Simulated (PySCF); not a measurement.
SO₂, optimised at B3LYP/6-31G*:

```xyz
3

S      0.0010    -0.0614    -0.0535
O      0.5998     0.2574    -1.3506
O     -0.8723    -1.2310     0.0562
```

Energies from PySCF (xtb for GFN2), thermal terms from the rigid-rotor harmonic-oscillator model, ideal gas at 1 bar. 6-31G* has spherical d functions here. All species are closed-shell singlets. B3LYP is the form with VWN-RPA correlation.

Q: List the harmonic frequencies (cm⁻¹, unscaled) at this level and at the other levels, each on its own geometry.

A: 
- B3LYP/6-31G*: 503, 1143, 1338
- GFN2-xTB: 496, 1166, 1261
- HF/6-31G*: 593, 1357, 1566
- PBE/def2-SVP: 483, 1088, 1268
- PBE0/def2-TZVP: 532, 1217, 1420
